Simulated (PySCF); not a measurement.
## SMILES [H]/N=C\OC(C)=O, C₃H₅NO₂

Geometry (Å), atoms numbered from 1 in this order:
```xyz
11

C    -1.838   -0.277   -0.144
C    -0.519    0.279   -0.102
O    -0.217    1.436    0.055
O     0.465   -0.686   -0.212
C     1.841   -0.331   -0.250
N     2.483    0.753   -0.081
H    -2.652    0.525   -0.386
H    -1.891   -1.108   -0.978
H    -2.010   -0.671    0.978
H     2.361   -1.227   -0.668
H     1.892    1.619    0.112
```

Level of theory: PySCF 2.14.0, GIAO BHandHLYP/pcSseg-1 magnetisability, rotational g tensor and spin-rotation constants, non-relativistic, gas phase. Geometry: GFN2-xTB, normal-mode sample at 300 K.

How diamagnetic is it, and how anisotropic?

Isotropic -726 × 10⁻³⁰ J/T², or -43.7 × 10⁻⁶ cm³/mol; principal values -824, -737, -617 × 10⁻³⁰ J/T², anisotropy 180 × 10⁻³⁰ J/T² (root of half the summed squared differences of the principal values). The susceptibility is in cgs units.

Split it along the inertial axes a, b, c into diamagnetic and paramagnetic parts about the centre of mass, with the quadrupole moment.


```tsv
axis	χ (10⁻⁶ cm³/mol)	diamagnetic (10⁻⁶ cm³/mol)	paramagnetic (10⁻⁶ cm³/mol)	summed x² of all electrons (Å²)	quadrupole Θ (D Å)
a	-44.2	-201.4	157.2	115.3	-1.12
b	-37.4	-528.5	491.1	38.2	-1.27
c	-49.6	-651.3	601.8	9.3	+2.39
```
Anisotropies 2χaa − χbb − χcc = -1.4 and 2χbb − χaa − χcc = +19.0 × 10⁻⁶ cm³/mol. Θ is traceless in Buckingham's convention.

And the rotational g tensor?


```
axis  rotational constant (GHz)        g  nuclear part  electronic part
   a                     8.9131  -0.0784        0.5798          -0.6582
   b                     2.6415  -0.0316        0.5779          -0.6095
   c                     2.0733  -0.0150        0.5711          -0.5861
```
Asymmetric top; isotopes 12C, 1H, 14N, 16O; no vibrational averaging.
